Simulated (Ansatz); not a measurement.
# How far a parabola holds: energy against volume of cubic perovskite KTaO3

We consider cubic perovskite KTaO3, described by PBE (Ansatz, a first-principles code, plane waves, PAW). Run with plane-wave cutoff 520 eV, 8×8×8 k mesh, Fermi–Dirac smearing 0.01 eV, scalar-relativistic PAW data made under PBE. The cell has no free parameter but its volume, all volumes share cutoff and mesh, and the runs aren't spin-polarised. Energies are free energies at the run's smearing, counted from the lowest row; static lattice.

```
V (Å³/atom)  E (meV/atom)
-----------  ------------
12.254                  ?
12.515              13.20
12.776               3.18
13.037               0.00
13.297               2.95
13.558              11.39
```

Using a parabola, estimate the missing E at V = 12.254 from the other rows, showing the fit.

With u = V - 13.0, the rows have u = -0.4850, -0.2240, 0.0370, 0.2970, 0.5580. Least squares gives E = 0.113 - 4.778·u + 45.213·u². Residuals (row less fit): 0.134, -0.272, 0.002, 0.268, -0.135; standard error 0.302 (degrees of freedom: 2). The fitted curve has its minimum at V = 13.1, where E = -0.01. Its curvature is d²E/dV² = 2 × 45.213 meV/Å⁶, so B = V0·d²E/dV² × 0.1602 = 189 GPa. At the withheld row, u = -0.7460, so E = 0.113 - 4.778 × (-0.7460) + 45.213 × (-0.7460)² = 28.839 meV/atom. The calculation gives 30.84 meV/atom, 2.001 meV/atom above the prediction (6.5 % of the range of E in the table). The row lies outside the fitted rows, so this is an extrapolation. From the scatter of the fitted rows alone, a prediction at this place has a standard error of 0.714 meV/atom, so the miss is 2.8 times that.

The residuals are curvature that a parabola lacks, not noise. A solid that stiffens under compression and softens on expansion lies above the parabola at the compressed end and under it at the expanded end, as this row does. A third-order Birch-Murnaghan fit to the whole scan has B0 = 188 GPa. Only scans are tabulated whose curvature falls smoothly with volume, and where the parabola meets the shown rows within 5 % of their range and misses the end by 0.1 meV or more.

Measured, for comparison: bulk modulus 220 GPa (temperature not stated, not corrected to a static lattice; as tabulated in Tinte et al. (1998), arXiv:cond-mat/9809379). Computed less measured: bulk modulus -15 %.

Note: the relaxation could not lower the start's symmetry, so the cell can be a saddle point above a distorted one.

Spin–orbit coupling is not included.
